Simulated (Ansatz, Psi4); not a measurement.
# C3H6O (allyl alcohol): from total energies to a heat of formation

The species is C3H6O (10 atoms), meant as a singlet with charge 0. SMILES: `C=CCO`. The shape is that of a PBE0-D4/def2-TZVP optimisation. This is one conformer, not always the lowest.

Total energies at wB97X-V/cc-pVDZ (Psi4 1.11); the atoms run unrestricted:

```tsv
species	state	energy (Eh)
C3H6O	singlet	-193.062560
C	triplet	-37.840150
O	triplet	-75.042370
H	doublet	-0.499621
```

Harmonic wavenumbers at PBE0-D4/def2-TZVP, in cm⁻¹: 120, 335, 346, 449, 673, 928, 948, 970, 1037, 1087, 1154, 1229, 1310, 1352, 1408, 1453, 1494, 1724, 3012, 3083, 3147, 3161, 3238, 3853.

Measured heats of formation of the gaseous atoms at 298.15 K, in kJ/mol: C 716.9, O 249.2, H 218.0. Spin-orbit lowering of the atoms at 298 K (mean of the ground term's levels less their thermal mean, from spectra), in kJ/mol: C 0.02, O 0.40. Take 1 Eh = 2625.50 kJ/mol, 1 cm⁻¹ = 0.0119627 kJ/mol, RT = 2.479 kJ/mol.

Task: Work out the heat of formation of the gas at 298 K.

Result: 
1. Electronic atomisation energy: 3 × (-37.840150) + (-75.042370) + 6 × (-0.499621) − (-193.062560) = 1.502014 Eh = 3943.5 kJ/mol.
2. Zero-point energy: half the sum of the wavenumbers, 18755.5 cm⁻¹ = 224.4 kJ/mol.
3. Thermal vibrational enthalpy, Σ hcν̃/(exp(hcν̃/kT) − 1): 5.5 kJ/mol. Translation, rotation and pV of a non-linear molecule: 4 RT = 9.9 kJ/mol.
4. The 10 free atoms carry 5/2 RT each: 62.0 kJ/mol.
5. Spin-orbit coupling lowers the free atoms by 3 × 0.02 + 0.40 = 0.5 kJ/mol.
6. Atomisation enthalpy at 298 K: 3943.5 − 0.5 − 224.4 − 5.5 − 9.9 + 62.0 = 3765.2 kJ/mol.
7. Sum of the atoms' heats of formation: 3707.9 kJ/mol. Heat of formation: 3707.9 − 3765.2 = -57.3 kJ/mol.

The tabulated value is -124.5 kJ/mol (CRC Handbook of Chemistry and Physics), so this level is off by +67.2 kJ/mol, or 1.8 % of the atomisation enthalpy that the table implies (3832.3 kJ/mol). Anharmonicity and any spin-orbit splitting of the molecule are left out.
